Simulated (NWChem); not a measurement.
Everything below was run with NWChem. System: C (-1), charge -1, spin multiplicity 4. Its SCF solution wasn't tested for a lower state. Level: ROCCSD(T)/def2-TZVPD, 1 core orbitals frozen.

Job file:

```
start mol
memory heap 100 mb stack 700 mb global 1900 mb
charge -1
geometry units angstroms nocenter noautoz
  C      0.000000     0.000000     0.000000
  symmetry group D2h
end
basis spherical
  * library def2-tzvpd
end
scf
  rohf
  nopen 3
  maxiter 100
  thresh 1e-7
  semidirect memsize 60000000 filesize 0
  # guess.movecs holds the orbitals of an unrestricted PBE0 run
  vectors input guess.movecs output mol.movecs
end
tce
  freeze core 1
  ccsd(t)
  2eorb
  2emet 13
  thresh 1e-6
  maxiter 100
  tilesize 24
end
task tce energy
```

Part of the output:

```
             Northwest Computational Chemistry Package (NWChem) 7.3.0
             --------------------------------------------------------

                                NWChem Input Module
                                -------------------

 Scaling coordinates for geometry "geometry" by  1.889725989
 (inverse scale =  0.529177249)

                             Geometry "geometry" -> ""
                             -------------------------

 Output coordinates in angstroms (scale by  1.889725989 to convert to a.u.)

  No.       Tag          Charge          X              Y              Z
 ---- ---------------- ---------- -------------- -------------- --------------
    1 C                    6.0000     0.00000000     0.00000000     0.00000000

 Effective nuclear repulsion energy (a.u.)       0.0000000000

            Nuclear Dipole moment (a.u.)
            ----------------------------
        X                 Y               Z
 ---------------- ---------------- ----------------
     0.0000000000     0.0000000000     0.0000000000

      Symmetry information
      --------------------

 Group name             D2h
 Group number             26
 Group order               8
 No. of unique centers     1

      Symmetry unique atoms

     1


 Summary of "ao basis" -> "" (spherical)
 ------------------------------------------------------------------------------
       Tag                 Description            Shells   Functions and Types
 ---------------- ------------------------------  ------  ---------------------
 *                         def2-tzvpd                 on all atoms

 Summary of "ao basis" -> "ao basis" (spherical)
 ------------------------------------------------------------------------------
       Tag                 Description            Shells   Functions and Types
 ---------------- ------------------------------  ------  ---------------------
 C                         def2-tzvpd               13       37   6s3p3d1f

                                 NWChem SCF Module
                                 -----------------

  ao basis        = "ao basis"
[...]
        Alpha frozen cores :     1
         Beta frozen cores :     1
     Alpha frozen virtuals :     0
      Beta frozen virtuals :     0
         Spin multiplicity : quartet
    Number of AO functions :    37
       Number of AO shells :    13
        Use of symmetry is : on
      Symmetry adaption is : on
         Schwarz screening : 0.10D-09

          Correlation Information
          -----------------------
          Calculation type : Coupled-cluster singles & doubles w/ perturbation
   Perturbative correction : (T)
            Max iterations :      100
        Residual threshold : 0.10D-05
     T(0) DIIS level shift : 0.00D+00
     L(0) DIIS level shift : 0.00D+00
     T(1) DIIS level shift : 0.00D+00
     L(1) DIIS level shift : 0.00D+00
     T(R) DIIS level shift : 0.00D+00
     T(I) DIIS level shift : 0.00D+00
   CC-T/L Amplitude update :  5-th order DIIS
                I/O scheme : Global Array Library
        L-threshold :  0.10D-05
        EOM-threshold :  0.10D-05
 no EOMCCSD initial starts read in
 TCE RESTART OPTIONS
 SLICE:      F
 D4D5:       F
 quantumc:   F
 qrotation:  F
 pwtce:      F
 qducc:      F
 nacto:                         0
 nrotv:                         0
 nrot:                          0

            Memory Information
            ------------------
          Available GA space size is     249034062 doubles
          Available MA space size is     104855220 doubles

 Maximum block size supplied by input
 Maximum block size        24 doubles

 tile_dim =     10

 -------------------------------------------------

 Global array virtual files algorithm will be used

 Parallel file system coherency ......... OK

 4-electron integrals stored in orbital form

 v2    file size   =            52216
 4-index algorithm nr.  13 is used
 imaxsize =       30
 imaxsize ichop =        0


CCSD iterations
 ---------------------------------------------------------
 Iter          Residuum       Correlation     Cpu    Wall
 ---------------------------------------------------------
    1   0.0675360883566  -0.1082619900989     0.3     0.3
    2   0.0186547854084  -0.1083517877643     0.3     0.3
    3   0.0079268246639  -0.1107041938489     0.4     0.4
    4   0.0041658781826  -0.1104624987881     0.4     0.4
    5   0.0023213481486  -0.1108085784410     0.4     0.4
    6   0.0006348696431  -0.1107490566112     0.4     0.4
    7   0.0002602157336  -0.1107759800736     0.4     0.4
    8   0.0001502882906  -0.1107771671284     0.4     0.4
    9   0.0000885227073  -0.1107804935815     0.4     0.4
   10   0.0000528808309  -0.1107815726784     0.4     0.4
   11   0.0000064718844  -0.1107838707791     0.4     0.4
   12   0.0000029734151  -0.1107843123353     0.4     0.4
   13   0.0000017724354  -0.1107842426621     0.3     0.3
   14   0.0000009413685  -0.1107843235077     0.3     0.3
 -----------------------------------------------------------------
 Iterations converged
 CCSD correlation energy / hartree =        -0.110784323507708
 CCSD total energy / hartree       =       -37.812795457192301

 Singles contributions

 Doubles contributions
 CCSD(T)
 Using plain CCSD(T) code
             total no. of tasks         1089
 total no. of tasks / no. procs         1089
                         wl_min            1           1.0
                         wl_max         1000           3.2
        thresh for no. of tasks         1089

 CCSD[T]  correction energy / hartree =        -0.004402477254611
 CCSD[T] correlation energy / hartree =        -0.115186800762319
 CCSD[T] total energy / hartree       =       -37.817197934446909
 CCSD(T)  correction energy / hartree =        -0.004352419896869
 CCSD(T) correlation energy / hartree =        -0.115136743404577
 CCSD(T) total energy / hartree       =       -37.817147877089170

 Task  times  cpu:        7.2s     wall:        7.2s

 Total times  cpu:        7.3s     wall:        7.3s
```
